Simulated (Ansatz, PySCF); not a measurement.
Dissociation curve of SMILES C=O (CH2O). The C1–O4 bond (C1 also carries H, H; O4 carries nothing else) is stretched with both fragments frozen at the PBE0/def2-TZVP optimised geometry.

- UHF/cc-pVDZ (PySCF)
- RHF/cc-pVDZ (PySCF)
- UKS-wB97X-V = unrestricted wB97X-V/cc-pVDZ run with PySCF
- RKS-wB97X-V = restricted wB97X-V/cc-pVDZ run with PySCF 2.14.0
- UKS-TPSSh = unrestricted TPSSh/cc-pVDZ (PySCF)
- RKS-TPSSh = restricted TPSSh/cc-pVDZ run with PySCF
- UKS-BHandHLYP = unrestricted BHandHLYP/cc-pVDZ (PySCF)
- RKS-BHandHLYP = restricted BHandHLYP/cc-pVDZ (PySCF)
- UKS-PBE = Ansatz (a first-principles code) with unrestricted PBE/cc-pVDZ
- RKS-PBE = Ansatz with restricted PBE/cc-pVDZ
- UKS-B3LYP/6-31G* = PySCF with unrestricted B3LYP/6-31G*, spherical d
- RKS-B3LYP/6-31G* = PySCF with restricted B3LYP/6-31G*, spherical d
- UKS-BP86/6-31G* = unrestricted BP86/6-31G*, spherical d (PySCF 2.14.0)
- RKS-BP86/6-31G* = restricted BP86/6-31G*, spherical d (PySCF)
- UKS-LDA (SVWN5)/6-31G* = PySCF 2.14.0 with unrestricted LDA (SVWN5)/6-31G*, spherical d
- RKS-LDA (SVWN5)/6-31G* = PySCF with restricted LDA (SVWN5)/6-31G*, spherical d

Scanned distances (Å): 0.97, 1.02, 1.08, 1.13, 1.16, 1.20, 1.23, 1.27, 1.31, 1.39, 1.50, 1.60, 1.78, 1.99, 2.17, 2.41, 2.60, 2.92, 3.24, 3.58, 4.22.

Task: Where does the unrestricted solution first break spin symmetry (<S²> of 0.01 or more)?

Result: UHF: between 1.20 and 1.23 Å; UKS-wB97X-V: between 1.50 and 1.60 Å; UKS-TPSSh: between 1.50 and 1.60 Å; UKS-BHandHLYP: between 1.31 and 1.39 Å; UKS-PBE: between 1.60 and 1.78 Å; UKS-B3LYP/6-31G*: between 1.50 and 1.60 Å; UKS-BP86/6-31G*: between 1.60 and 1.78 Å; UKS-LDA (SVWN5)/6-31G*: between 1.60 and 1.78 Å.

```tsv
R / Å	<S²> UHF	E(RHF) − E(UHF) / eV	<S²> UKS-wB97X-V	E(RKS-wB97X-V) − E(UKS-wB97X-V) / eV	<S²> UKS-TPSSh	E(RKS-TPSSh) − E(UKS-TPSSh) / eV	<S²> UKS-BHandHLYP	E(RKS-BHandHLYP) − E(UKS-BHandHLYP) / eV	<S²> UKS-PBE	E(RKS-PBE) − E(UKS-PBE) / eV	<S²> UKS-B3LYP/6-31G*	E(RKS-B3LYP/6-31G*) − E(UKS-B3LYP/6-31G*) / eV	<S²> UKS-BP86/6-31G*	E(RKS-BP86/6-31G*) − E(UKS-BP86/6-31G*) / eV	<S²> UKS-LDA (SVWN5)/6-31G*	E(RKS-LDA (SVWN5)/6-31G*) − E(UKS-LDA (SVWN5)/6-31G*) / eV
0.97	0.00	0.000	0.00	0.000	0.00	0.000	0.00	0.000	0.00	0.000	0.00	0.000	0.00	0.000	0.00	0.000
1.02	0.00	0.000	0.00	0.000	0.00	0.000	0.00	0.000	0.00	0.000	0.00	0.000	0.00	0.000	0.00	0.000
1.08	0.00	0.000	0.00	0.000	0.00	0.000	0.00	0.000	0.00	0.000	0.00	0.000	0.00	0.000	0.00	0.000
1.13	0.00	0.000	0.00	0.000	0.00	0.000	0.00	0.000	0.00	0.000	0.00	0.000	0.00	0.000	0.00	0.000
1.16	0.00	0.000	0.00	0.000	0.00	0.000	0.00	0.000	0.00	0.000	0.00	0.000	0.00	0.000	0.00	0.000
1.20	0.00	0.000	0.00	0.000	0.00	0.000	0.00	0.000	0.00	0.000	0.00	0.000	0.00	0.000	0.00	0.000
1.23	0.02	0.000	0.00	0.000	0.00	0.000	0.00	0.000	0.00	0.000	0.00	0.000	0.00	0.000	0.00	0.000
1.27	0.20	0.040	0.00	0.000	0.00	0.000	0.00	0.000	0.00	0.000	0.00	0.000	0.00	0.000	0.00	0.000
1.31	0.35	0.135	0.00	0.000	0.00	0.000	0.00	0.000	0.00	0.000	0.00	0.000	0.00	0.000	0.00	0.000
1.39	0.57	0.439	0.00	0.000	0.00	0.000	0.02	0.000	0.00	0.000	0.00	0.000	0.00	0.000	0.00	0.000
1.50	0.77	0.994	0.00	0.000	0.00	0.000	0.38	0.131	0.00	0.000	0.00	0.000	0.00	0.000	0.00	0.000
1.60	0.90	1.537	0.32	0.070	0.28	0.049	0.61	0.383	0.00	0.000	0.25	0.042	0.00	0.000	0.00	0.000
1.78	1.26	2.419	0.72	0.447	0.66	0.341	0.88	0.951	0.35	0.062	0.63	0.317	0.34	0.060	0.03	0.000
1.99	1.65	3.157	1.06	1.042	1.01	0.817	1.26	1.639	0.72	0.314	0.96	0.768	0.70	0.302	0.54	0.135
2.17	1.82	3.600	1.40	1.581	1.34	1.320	1.57	2.124	1.02	0.597	1.29	1.236	1.00	0.575	0.85	0.353
2.41	1.93	4.000	1.71	2.088	1.65	2.023	1.80	2.550	1.43	1.070	1.36	1.038	1.41	1.034	1.27	—
2.60	1.97	4.208	1.84	2.338	1.80	2.499	1.89	2.788	1.65	1.463	1.51	1.449	1.63	1.418	1.52	—
2.92	2.00	4.419	1.95	2.635	1.92	3.044	1.97	3.072	1.84	2.028	1.63	1.850	1.82	1.970	1.76	—
3.24	2.01	4.529	1.99	2.831	1.97	3.321	1.99	3.251	1.92	2.434	1.69	2.063	1.91	2.367	1.51	—
3.58	2.02	4.591	2.00	2.955	2.00	3.483	2.00	3.361	1.97	2.720	1.72	2.208	1.95	2.650	1.58	—
4.22	2.02	4.643	2.01	3.050	2.01	3.641	2.01	3.448	1.99	3.005	1.76	2.362	1.97	2.925	1.63	—
```

A dash means that the run gave no value there, or that the column was ended at a point which the program doubted or which failed a test of continuity chosen for this set; such a test can also cut sound points.
